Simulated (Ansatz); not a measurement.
C$_{3}$HN, SMILES `C#CC#N`, 5 atoms. Total charge 0; spin multiplicity 1. All runs use 2 threads of a server CPU on a shared host. Correlated methods freeze the cores. Open-shell runs search over several starts.

(1) Give the basis size and wall time and peak host memory of each of these runs in Ansatz. RKS r2SCANh-D4/def2-TZVPP energy; UKS r2SCAN-D4/def2-TZVPP energy of the cation; RKS r2SCAN0-D4/def2-TZVPP energy; UKS PBE0-D4/def2-TZVPP energy of the cation; UKS PBE-D4/def2-TZVPP energy of the cation; RKS ωB97M-V/def2-TZVPP energy and forces; RKS PBE0-D4/def2-QZVPP energy; RKS ωB97M-V/def2-QZVPP energy; RKS ωB97M-V/def2-SVP energy; direct RPA on PBE orbitals/def2-TZVPP energy; RHF-MP2/def2-QZVPP energy; RHF-CCSD(T)/def2-SVP energy. (An estimate is asked.)

## Answers

(1) The calculation gave: Other jobs shared the machine, so times are rough.

| level | job | functions | wall time | peak host memory (GiB) |
| --- | --- | --- | --- | --- |
| RHF-CCSD(T)/def2-SVP | energy | 61 | 2.6 s | 0.16 |
| RKS r2SCANh-D4/def2-TZVPP | energy | 138 | 4.1 s | 0.22 |
| RKS r2SCAN0-D4/def2-TZVPP | energy | 138 | 4.1 s | 0.22 |
| RKS ωB97M-V/def2-SVP | energy | 61 | 5.5 s | 0.14 |
| direct RPA on PBE orbitals/def2-TZVPP | energy | 138 | 6 s | 0.18 |
| RKS PBE0-D4/def2-QZVPP | energy | 258 | 8 s | 0.46 |
| RKS ωB97M-V/def2-TZVPP | energy and forces | 138 | 9.1 s | 0.27 |
| RHF-MP2/def2-QZVPP | energy | 258 | 18 s | 0.64 |
| RKS ωB97M-V/def2-QZVPP | energy | 258 | 18 s | 0.56 |
| UKS PBE-D4/def2-TZVPP | energy of the cation | 138 | 34 s | 0.24 |
| UKS PBE0-D4/def2-TZVPP | energy of the cation | 138 | 40 s | 0.31 |
| UKS r2SCAN-D4/def2-TZVPP | energy of the cation | 138 | 97 s | 0.26 |
